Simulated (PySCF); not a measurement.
# C3H4ClF (SMILES C/C(Cl)=C/F): levels of theory compared

Wanted: a comparison of 6 runs (HF/def2-SVP, B3LYP/6-31G*, B3LYP/6-31G**, PBE0/def2-SVP, TPSS/def2-SVPD, TPSSh/aug-cc-pVDZ) of C3H4ClF. Input form: a Python script.

Program for the calculation: PySCF 2.14.0.

### 1 The system as given

The species is C3H4ClF (9 atoms), meant as a singlet with charge 0. SMILES: `C/C(Cl)=C/F`. Geometry: relaxed at PBE0-D4/def2-TZVP.

Bond lengths: C1–C2 1.485 Å, C2–Cl3 1.723 Å, C2–C4 1.324 Å, C4–F5 1.329 Å, C1–H6 1.093 Å, C1–H7 1.093 Å, C1–H8 1.092 Å, C4–H9 1.083 Å. Some angles: C1–C2–Cl3 116.4°, C1–C2–C4 123.5°, Cl3–C2–C4 120.1°, C2–C4–F5 123.3°, C2–C1–H6 110.7°, C2–C1–H7 110.7°, C2–C1–H8 110.5°, C2–C4–H9 123.1°, F5–C4–H9 113.6°, H6–C1–H7 107.7°.

### 2 Energy and gradient at HF/def2-SVP (run 1)

job.py

```python
# CC(Cl)=CF
import pyscf.grad
from pyscf import gto, scf

molecule = gto.Mole()
molecule.atom = '''
C     -0.262400    -1.054600    -0.407800
C      0.365700     0.109200     0.268100
Cl     1.840500    -0.196100     1.104900
C     -0.148300     1.329600     0.251200
F      0.417300     2.368500     0.857300
H     -0.494700    -1.841200     0.314300
H      0.413700    -1.478800    -1.154200
H     -1.186400    -0.753900    -0.905100
H     -1.071600     1.574900    -0.259700
'''
molecule.basis = 'def2-svp'
molecule.max_memory = 1860
molecule.verbose = 4
molecule.build()

mf = scf.RHF(molecule)
mf.conv_tol = 1e-10
mf.kernel()
if not mf.converged:
    mf = mf.newton().run(mf.mo_coeff, mf.mo_occ)

e_tot = mf.e_tot
print('E = %.10f Eh' % e_tot)
grad = mf.Gradients().kernel()
dip = mf.dip_moment()
pop, q = mf.mulliken_pop()
```

Command:

```console
OMP_NUM_THREADS=1 python job.py
```

Log:

```text
PySCF version 2.14.0

[... 65 lines left out ...]
converged SCF energy = -674.524897518823
[... 12 lines left out ...]
Dipole moment(X, Y, Z, Debye): -2.08692, -1.25192, -1.60008
[... 104 lines left out ...]
charge of    8H =      0.05448
```

Run time: 7.2 s. Hardware: 1 thread of Intel Xeon at 2.70GHz, shared host; peak memory 0.19 GiB.

### 3 Energy and gradient at B3LYP/6-31G(d) (Cartesian functions) (run 2)

run.py

```python
# CC(Cl)=CF
from pyscf import gto, dft

mol = gto.Mole()
mol.atom = [
    ('C', (-0.262400, -1.054600, -0.407800)),
    ('C', (0.365700, 0.109200, 0.268100)),
    ('Cl', (1.840500, -0.196100, 1.104900)),
    ('C', (-0.148300, 1.329600, 0.251200)),
    ('F', (0.417300, 2.368500, 0.857300)),
    ('H', (-0.494700, -1.841200, 0.314300)),
    ('H', (0.413700, -1.478800, -1.154200)),
    ('H', (-1.186400, -0.753900, -0.905100)),
    ('H', (-1.071600, 1.574900, -0.259700)),
]
mol.cart = True
mol.max_memory = 1860
mol.charge = 0
mol.basis = '6-31g*'
mol.verbose = 3
mol.build()

myscf = dft.RKS(mol)
myscf.xc = 'b3lyp'
myscf.conv_tol = 1e-10
myscf.grids.level = 5
myscf.kernel()
if not myscf.converged:
    myscf = myscf.newton().run(myscf.mo_coeff, myscf.mo_occ)

etot = myscf.e_tot
print('E(%s) = %.9f' % ('B3LYP', etot))
grad = myscf.nuc_grad_method().kernel()
myscf.analyze()
```

Command:

```console
OMP_NUM_THREADS=1 python run.py
```

Log:

```text
converged SCF energy = -676.732767050694
[... 21 lines left out ...]
MO #12  energy= -0.774875546642878 occ= 2
[... 14 lines left out ...]
MO #27  energy= 0.0993948937475606 occ= 0
[... 14 lines left out ...]
MO #42  energy= 0.607871925454362  occ= 0
[... 14 lines left out ...]
MO #57  energy= 1.13914931166428   occ= 0
[... 14 lines left out ...]
MO #72  energy= 1.99670898055038   occ= 0
[... 14 lines left out ...]
MO #87  energy= 4.49159837652144   occ= 0
[... 10 lines left out ...]
Dipole moment(X, Y, Z, Debye): -1.87282, -0.84576, -1.36741
```

Run time: 37 s. Hardware: 1 thread of Intel Xeon at 2.70GHz, shared host; peak memory 0.85 GiB.

Run 3 isn't shown in full; the table further down has it.

### 4 Energy and gradient at PBE0/def2-SVP (run 4)

calc.py

```python
from pyscf import gto, dft

mol = gto.Mole()
mol.atom = [
    ('C', (-0.262400, -1.054600, -0.407800)),
    ('C', (0.365700, 0.109200, 0.268100)),
    ('Cl', (1.840500, -0.196100, 1.104900)),
    ('C', (-0.148300, 1.329600, 0.251200)),
    ('F', (0.417300, 2.368500, 0.857300)),
    ('H', (-0.494700, -1.841200, 0.314300)),
    ('H', (0.413700, -1.478800, -1.154200)),
    ('H', (-1.186400, -0.753900, -0.905100)),
    ('H', (-1.071600, 1.574900, -0.259700)),
]
mol.charge = 0
mol.max_memory = 1860
mol.verbose = 4
mol.spin = 0
mol.basis = 'def2-svp'
mol.build()

ks = dft.RKS(mol, xc='pbe0')
ks.grids.level = 5
ks.conv_tol = 1e-10
ks.kernel()
if not ks.converged:
    ks = ks.newton().run(ks.mo_coeff, ks.mo_occ)

etot = ks.e_tot
print('E = %.10f Eh' % etot)
grad = ks.nuc_grad_method().kernel()
dip = ks.dip_moment()
pop, q = ks.mulliken_pop()
```

Command:

```console
OMP_NUM_THREADS=1 python calc.py
```

Log:

```text
PySCF version 2.14.0

[... 76 lines left out ...]
converged SCF energy = -676.045150449543
[... 13 lines left out ...]
Dipole moment(X, Y, Z, Debye): -1.76113, -1.04363, -1.34717
[... 104 lines left out ...]
charge of    8H =      0.03397
```

It took 35 s on 1 thread of Intel Xeon at 2.70GHz, shared host; peak memory 0.93 GiB.

Run 5 isn't shown in full; the table further down has it.

### 5 Energy and gradient at TPSSh/aug-cc-pVDZ (run 6)

input.py

```python
# CC(Cl)=CF
import pyscf.grad
from pyscf import gto, dft

system = gto.M(
    atom='''
C     -0.262400    -1.054600    -0.407800
C      0.365700     0.109200     0.268100
Cl     1.840500    -0.196100     1.104900
C     -0.148300     1.329600     0.251200
F      0.417300     2.368500     0.857300
H     -0.494700    -1.841200     0.314300
H      0.413700    -1.478800    -1.154200
H     -1.186400    -0.753900    -0.905100
H     -1.071600     1.574900    -0.259700
''',
    charge=0,
    max_memory=1860,
    verbose=4,
    basis='aug-cc-pvdz',
    spin=0,
)

myscf = dft.RKS(system, xc='tpssh')
myscf.grids.level = 5
myscf.conv_tol = 1e-10
myscf.kernel()
if not myscf.converged:
    myscf = myscf.newton().run(myscf.mo_coeff, myscf.mo_occ)

etot = myscf.e_tot
print('Final energy', etot)
grad = myscf.Gradients().kernel()
dip = myscf.dip_moment()
pop, q = myscf.mulliken_pop()
```

Command:

```console
OMP_NUM_THREADS=1 python input.py
```

Log:

```text
PySCF version 2.14.0

[... 78 lines left out ...]
converged SCF energy = -676.795909667513
Final energy -676.7959096675129
[... 12 lines left out ...]
Dipole moment(X, Y, Z, Debye): -1.84067, -1.04680, -1.39721
[... 165 lines left out ...]
charge of    8H =     -0.37222
```

Wall time 2.1 min (1 thread of Intel Xeon at 2.70GHz, shared host); peak memory 1.9 GiB.

### 6 All runs side by side

```csv
run,level,Cartesian functions,integration grid,energy (Eh),dipole moment (D),HOMO energy (eV),LUMO energy (eV),wall time
1,HF/def2-SVP,no,–,-674.524898,2.91,-9.84,4.41,7.2 s
2,B3LYP/6-31G* (Cartesian functions),yes,5,-676.732767,2.47,-6.65,0.44,37 s
3,B3LYP/6-31G** (spherical functions),no,5,-676.731956,2.47,-6.65,0.42,43 s
4,PBE0/def2-SVP,no,5,-676.045150,2.45,-7.01,0.43,35 s
5,TPSS/def2-SVPD,no,5,-676.505875,2.53,-6.11,-0.77,1.7 min
6,TPSSh/aug-cc-pVDZ,no,5,-676.795910,2.54,-6.50,-0.39,2.1 min
```

### 7 Summary of results

```
                       quantity          value
            run 6: total energy  -676.79591 Eh
           run 6: dipole moment         2.54 D
             run 6: HOMO energy       -6.50 eV
             run 6: LUMO energy       -0.39 eV
           run 6: HOMO–LUMO gap        6.11 eV
run 6: largest force on an atom     0.940 eV/Å
```

In words: The dipole moment (its size) runs from 2.45 D (PBE0/def2-SVP) to 2.91 D (HF/def2-SVP). The HOMO–LUMO gap runs from 5.34 eV (TPSS/def2-SVPD) to 14.25 eV (HF/def2-SVP). The two ends differ in method and basis. Totals of different functionals can't be ranked against each other. All runs together took 5.9 min, the longest 2.1 min.
